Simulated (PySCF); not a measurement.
# [BCl2]+ (SMILES Cl[B+]Cl): FCI/STO-6G

Aim: the vertical singlet–triplet gap of [BCl2]+ at FCI/STO-6G, from 2 runs. Input form: a Python script.

The results are computed with PySCF 2.14.0.

8 further runs of the same task are left out: 8 set aside as unsound or not needed.

### 1 The system as given

[BCl2]+ has 3 atoms, charge +1, and is taken as a singlet. As SMILES, `Cl[B+]Cl`. Geometry: relaxed at GFN2-xTB.

Bond lengths: Cl1–B2 1.572 Å, B2–Cl3 1.572 Å. Angles: Cl1–B2–Cl3 179.8°.

### 2 A single-point energy at FCI/STO-6G

Input file input.xyz:

```xyz
3

Cl    -1.238380     0.766480    -0.591300
B      0.000740     0.001360     0.000550
Cl     1.237640    -0.767840     0.590740
```

Input file input.py:

```python
from pyscf import gto, mcscf
from pyscf import fci

mol = gto.Mole()
mol.atom = 'input.xyz'
mol.max_memory = 1860
mol.charge = 1
mol.basis = 'sto-6g'
mol.verbose = 3
mol.build()

myscf = mol.RHF()
myscf.conv_tol = 1e-10
myscf.kernel()
if not myscf.converged:
    myscf = myscf.newton().run(myscf.mo_coeff, myscf.mo_occ)

cas = mcscf.CASCI(myscf, myscf.mo_coeff.shape[-1] - 11, (mol.nelec[0] - 11, mol.nelec[1] - 11))  # full CI above the frozen core
cas.fcisolver = fci.direct_spin0.FCI(mol)  # even spin states alone
cas.kernel()
print('<S^2> = %.4f' % cas.fcisolver.spin_square(cas.ci, cas.ncas, cas.nelecas)[0])
e_tot = cas.e_tot
print('Final energy', e_tot)
```

Run with:

```
$ OMP_NUM_THREADS=1 python input.py
```

The program printed:

```text
converged SCF energy = -940.330010051657
CASCI E = -940.420278984421  E(CI) = -53.9588325401666  S^2 = 0.0000000
<S^2> = 0.0000
Final energy -940.420278984421
```

Run time: 3.9 s. Hardware: 1 thread of Arm Neoverse V1, shared host; peak memory 0.17 GiB.

### 3 The triplet

Input file input.py:

```python
from pyscf import gto, scf, mcscf

mol = gto.Mole()
mol.atom = 'Cl -1.238380 0.766480 -0.591300; B 0.000740 0.001360 0.000550; Cl 1.237640 -0.767840 0.590740'
mol.max_memory = 1860
mol.charge = 1
mol.basis = 'sto-6g'
mol.spin = 2
mol.verbose = 4
mol.build()

mf = scf.ROHF(mol)
mf.conv_tol = 1e-10
mf.kernel()
if not mf.converged:
    mf = mf.newton().run(mf.mo_coeff, mf.mo_occ)

cas = mcscf.CASCI(mf, mf.mo_coeff.shape[-1] - 11, (mol.nelec[0] - 11, mol.nelec[1] - 11))  # full CI above the frozen core
cas.fix_spin_(ss=2.0)
cas.kernel()
etot = cas.e_tot
print('E = %.10f Eh' % etot)
```

Run with:

```
$ OMP_NUM_THREADS=1 python input.py
```

The program printed:

```text
PySCF version 2.14.0

[INPUT] num. atoms = 3
[INPUT] num. electrons = 38
[INPUT] charge = 1
[INPUT] spin (= nelec alpha-beta = 2S) = 2
[INPUT] symmetry False subgroup None
[INPUT] Mole.unit = angstrom
[INPUT] Symbol           X                Y                Z      unit          X                Y                Z       unit  Magmom
[INPUT]  1 Cl    -1.238380000000   0.766480000000  -0.591300000000 AA   -2.340199038139   1.448437279957  -1.117395057455 Bohr   0.0
[INPUT]  2 B      0.000740000000   0.001360000000   0.000550000000 AA    0.001398397332   0.002570027529   0.001039349369 Bohr   0.0
[INPUT]  3 Cl     1.237640000000  -0.767840000000   0.590740000000 AA    2.338800640807  -1.451007307486   1.116336810826 Bohr   0.0

nuclear repulsion = 105.883521913253
number of shells = 13
number of NR pGTOs = 138
number of NR cGTOs = 23
basis = sto-6g
ecp = {}

******** <class 'pyscf.scf.rohf.ROHF'> ********
method = ROHF
initial guess = minao
damping factor = 0
level_shift factor = 0
DIIS = <class 'pyscf.scf.diis.CDIIS'>
diis_start_cycle = 1
diis_space = 8
diis_damp = 0
SCF conv_tol = 1e-10
SCF conv_tol_grad = None
SCF max_cycles = 50
direct_scf = True
direct_scf_tol = 1e-13
num. doubly occ = 18  num. singly occ = 2
Set gradient conv threshold to 1e-05
init E= -940.950192284672

WARN: HOMO 0.159043839205251 >= LUMO 0.15905407302254

cycle= 1 E= -940.027878318967  delta_E= 0.922  |g|= 0.25  |ddm|= 2.23
  HOMO = -0.272583682682502  LUMO = -0.0827853642301682  gap/eV = 5.16468
cycle= 2 E= -940.057695740417  delta_E= -0.0298  |g|= 0.0676  |ddm|= 0.402
  HOMO = -0.231455541435191  LUMO = -0.0385522308943481  gap/eV = 5.24917
cycle= 3 E= -940.059724840466  delta_E= -0.00203  |g|= 0.0157  |ddm|= 0.0964
  HOMO = -0.238358431240282  LUMO = -0.0453713497269487  gap/eV = 5.25145
cycle= 4 E= -940.059926989591  delta_E= -0.000202  |g|= 0.00269  |ddm|= 0.0329
  HOMO = -0.238559263958331  LUMO = -0.0447500508290875  gap/eV = 5.27382
cycle= 5 E= -940.059935477189  delta_E= -8.49e-06  |g|= 0.00058  |ddm|= 0.00764
  HOMO = -0.238439577975016  LUMO = -0.0445861152147178  gap/eV = 5.27502
cycle= 6 E= -940.059935949585  delta_E= -4.72e-07  |g|= 0.000166  |ddm|= 0.00206
  HOMO = -0.238450339285745  LUMO = -0.0445657905464472  gap/eV = 5.27587
cycle= 7 E= -940.059936048057  delta_E= -9.85e-08  |g|= 0.000166  |ddm|= 0.000921
  HOMO = -0.238453455251926  LUMO = -0.0445659180369246  gap/eV = 5.27595
cycle= 8 E= -940.059935846012  delta_E= 2.02e-07  |g|= 0.000151  |ddm|= 0.00185
  HOMO = -0.238452540781417  LUMO = -0.0445649966476013  gap/eV = 5.27595
cycle= 9 E= -940.059935699287  delta_E= 1.47e-07  |g|= 0.000124  |ddm|= 0.00164
  HOMO = -0.238448942975478  LUMO = -0.044564875943362  gap/eV = 5.27585
cycle= 10 E= -940.059935516535  delta_E= 1.83e-07  |g|= 7e-05  |ddm|= 0.00342
  HOMO = -0.23844877182693  LUMO = -0.0445643872328899  gap/eV = 5.27586
cycle= 11 E= -940.059935453102  delta_E= 6.34e-08  |g|= 9.57e-06  |ddm|= 0.0035
  HOMO = -0.23844887048354  LUMO = -0.0445664932624903  gap/eV = 5.27581
cycle= 12 E= -940.059935453275  delta_E= -1.73e-10  |g|= 2.87e-06  |ddm|= 0.000289
  HOMO = -0.23844894543223  LUMO = -0.0445668490425539  gap/eV = 5.27580
cycle= 13 E= -940.059935453205  delta_E= 7.03e-11  |g|= 7.73e-07  |ddm|= 0.000107
  HOMO = -0.238448719539345  LUMO = -0.0445665285332949  gap/eV = 5.27580
Extra cycle  E= -940.059935453206  delta_E= -9.09e-13  |g|= 3.15e-07  |ddm|= 2.33e-06
converged SCF energy = -940.059935453206

******** <class 'pyscf.mcscf.casci.CASCI'> ********
CAS (9e+7e, 12o), ncore = 11, nvir = 0
natorb = False
canonicalization = True
sorting_mo_energy = False
******** <class 'pyscf.fci.addons.SpinPenaltyFCISolver'> ********
max. cycles = 200
conv_tol = 1e-08
davidson only = True
linear dependence = 1e-12
level shift = 0.001
max iter space = 12
nroots = 1
pspace_size = 400
spin = None
Density matrix diagonal elements [1.99527494 1.99383938 1.97992647 1.9795897  1.96479689 1.96616043
 1.50814256 1.50348666 0.5292542  0.52598926 0.04029706 0.01324244]
CASCI converged
CASCI E = -940.139956104233  E(CI) = -53.6786437391701  S^2 = 2.0000000
E = -940.1399561042 Eh
```

Run time: 6.9 s. Hardware: 1 thread of Arm Neoverse V1, shared host; peak memory 0.15 GiB.

### 4 Results

Level: FCI/STO-6G, 11 core orbitals frozen.

```
                                             quantity          value
                                singlet: total energy  -940.42028 Eh
         singlet: HOMO energy (Hartree–Fock orbitals)      -20.58 eV
         singlet: LUMO energy (Hartree–Fock orbitals)       -3.56 eV
       singlet: HOMO–LUMO gap (Hartree–Fock orbitals)       17.02 eV
singlet: correlation energy (11 core orbitals frozen)      -90.3 mEh
                                triplet: total energy  -940.13996 Eh
triplet: correlation energy (11 core orbitals frozen)      -80.0 mEh
     vertical energy of the triplet above the singlet       7.628 eV
```

In words: At this shape the triplet lies 7.63 eV (736 kJ/mol) above the singlet. In a minimal basis such a difference can be off by several eV, whatever the method. Mulliken charges (singlet) of the mean-field density run from +0.20 on Cl1 to +0.61 on B2; they depend strongly on the basis.
